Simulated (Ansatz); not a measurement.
For La (model structure, started from the beta-Sn type, I4₁/amd, No. 141, 2 atoms in the cell), PBE (plane waves, PAW; Ansatz, an electronic-structure program) gives:

```
Property                         Result
------------------------------  -------
equilibrium lattice constant a  6.229 Å
c axis length                   3.684 Å
```

Question: What does r²SCAN (Ansatz, plane waves, PAW) give for the same quantities?

Answer: 
- lattice constant a: 6.158 Å (shrinks by 1.1 %)
- lattice parameter c: 3.715 Å (goes up by 0.8 %)

Changes are worked out from the printed values.

Unless a cell is named, each level is at its own relaxed cell (PBE 35.74, r²SCAN 35.22 Å³/atom).

Ansatz's density-functional and Hartree–Fock values are scalar-relativistic unless marked +SOC, with PAW data made under PBE.

A model structure was made by putting elements into a prototype or built by hand; it is no filed structure, need not be a known phase, and can be a saddle point held by its symmetry.
